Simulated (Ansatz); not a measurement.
Results of PBE0 in Ansatz (plane waves, PAW) for Cs3Bi2Br9 (P-3m1, No. 164).

Run with plane-wave cutoff 460 eV, 3×3×2 k mesh (along the axes of the cell as run), Fermi–Dirac smearing 0.01 eV, scalar-relativistic PAW data made under PBE.

Cell (measured lattice):

Space group P-3m1 (No. 164); a = b = 7.9720 Å, c = 9.8670 Å, α = β = 90.00°, γ = 120.00°

| atom | site | symmetry | x | y | z |
|---|---|---|---|---|---|
| Br | 3e | .2/m. | 0.0000 | 0.5000 | 0.0000 |
| Br | 6i | .m. | 0.3354 | 0.1677 | 0.3394 |
| Cs | 2d | 3m. | 0.3333 | 0.6667 | 0.3331 |
| Cs | 1a | -3m. | 0.0000 | 0.0000 | 0.0000 |
| Bi | 2d | 3m. | 0.6667 | 0.3333 | 0.1918 |

Problem. Estimate the band gap that the calculation returns.

Solution. 
band gap: 3.89 eV

Note: cell and atoms aren't relaxed at this level (largest force component 0.10 eV/Å, pressure 0.8 GPa).

Spin–orbit coupling is not included; with these elements it can move the gap by several tenths of an eV or more.

Computed values are for the static lattice.

Ansatz is an electronic-structure program.
